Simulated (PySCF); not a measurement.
H3N, SMILES N. Heavy atoms are numbered as in [NH3:1]. Hydrogens are named by the atom that carries them.

The structure is a stationary point at PBE-D3(BJ)/def2-TZVPD.

Method: PBE/pcSseg-2 (PySCF).

GIAO shieldings, no solvent; atoms alike by connectivity are averaged. δ = σ(ref) − σ: ¹⁵N against NH3 (σ = 262.8 ppm); ¹H against TMS (σ = 31.47 ppm), references at their B3LYP-D3(BJ)/def2-TZVP geometries, non-relativistic.

Question: Estimate the chemical shifts. (The exact figures need the calculation; the answer reports its results.)

Answer: 
```csv
nucleus,atoms,count,δ (ppm)
¹⁵N,N1 (NH3),1,3.5
¹H,H on N1,3,0.04
```
